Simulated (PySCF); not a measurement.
# C6H10 (2-hexyne): the cost of one run

Computed with PySCF 2.14.0 and routines of our own; the level stands in each step. Atoms count from 0.

### 1 The system as given

16 atoms, charge 0, multiplicity 1; geometry from: GFN2-xTB.

### 2 Relaxing the molecule at PBE0-D3(BJ)/def2-SVP

The job: settings as JSON, then the geometry in Å.

```
{"job": {"xc": "PBE0", "basis": "def2-SVP", "d3": "d3bj", "grid": 2, "kind": "geom"}, "charge": 0, "multiplicity": 1}
C      2.989374     0.601367     0.586810
C      1.737500    -0.006455     0.186008
C      0.707315    -0.512935    -0.157523
C     -0.561713    -1.103362    -0.540601
C     -1.693445    -0.655581     0.392090
C     -1.910978     0.850872     0.330821
H      3.138802     1.539208     0.051122
H      2.979507     0.804597     1.657896
H      3.819613    -0.068696     0.363195
H     -0.795761    -0.809205    -1.568597
H     -0.469094    -2.193569    -0.512083
H     -2.612763    -1.172399     0.105646
H     -1.448292    -0.945525     1.416489
H     -2.181609     1.158418    -0.677544
H     -0.998781     1.371407     0.614042
H     -2.707274     1.150802     1.008303
```

On the command line:

```
OMP_NUM_THREADS=1 python excited_run.py task.json out
```

One launch serves the whole session: the jobs run in the order shown.

**Question.** How long does this first job take on 1 thread of Intel Xeon Platinum 8488C, shared host, and how much memory does it need?

About 27 s, with a peak of 0.73 GiB.
